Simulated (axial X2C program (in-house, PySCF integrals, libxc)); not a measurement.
## Worked dissociation energy of NO⁺: B3LYP, with spin–orbit coupling

Computed with an in-house relativistic program for diatomic molecules. Two-component (2c) means X2C with spin–orbit coupling and atomic mean-field two-electron Coulomb and Gaunt terms. Basis: O dyall-av3z [7s6p3d2f], N dyall-av3z [7s7p3d2f] (cores contracted in-house); Gaussian nuclei, density fitting, unrestricted open shells. Masses: O 15.995 u, N 14.003 u.

Molecular state: Ω = 0 (closed shell).

| Quantity | Value |
| --- | --- |
| E(O+) (2M_J = 3) | -74.630406 hartree |
| E(N) (2M_J = 3) | -54.634178 hartree |
| E(NO⁺) at Re | -129.674861 hartree |
| ωe | 2478.0 cm⁻¹ |
| ωexe | 14.2 cm⁻¹ |

Problem. Work out De and D0.

Solution. De = -74.630406 + (-54.634178) − (-129.674861) = 0.41028 hartree = 11.164 eV. The zero-point energy is ωe/2 − ωexe/4 = 1235 cm⁻¹ = 0.153 eV, so D0 = 11.011 eV.

The state is one determinant whose occupation by symmetry is held fixed; it was picked as the lowest of a PBE0 search that is not exhaustive. Closed shells are restricted here (equal orbitals for both partners); the stretched side of such a curve lies too high. Dissociation energies refer to the lowest single-determinant-based atoms at the same level and basis.

Each atomic determinant is the lowest at this level and need not be a pure J level. Totals compare only within one Hamiltonian and basis.
